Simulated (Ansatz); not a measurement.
The cluster C₂H₂. The state is a singlet with charge 0. Geometry PBE-D4/def2-TZVP; atoms count from 1.

```xyz
4

C    -0.5040   -0.0302   -0.3311
C     0.5040    0.0302    0.3312
H    -1.3986   -0.0831   -0.9174
H     1.3987    0.0830    0.9174
```

The structure comes from a short search, and lower isomers may exist.

Estimate the Mulliken populations from the PBE0/def2-TZVP orbitals of Ansatz.


```tsv
atom	charge (e)
C1	-0.19
C2	-0.19
H3	0.19
H4	0.19
```
Mulliken values and Mayer orders depend strongly on the basis.

And the Mayer bond orders between bonded heavy atoms (over 0.3)?

C1–C2 2.92 (1.21 Å).
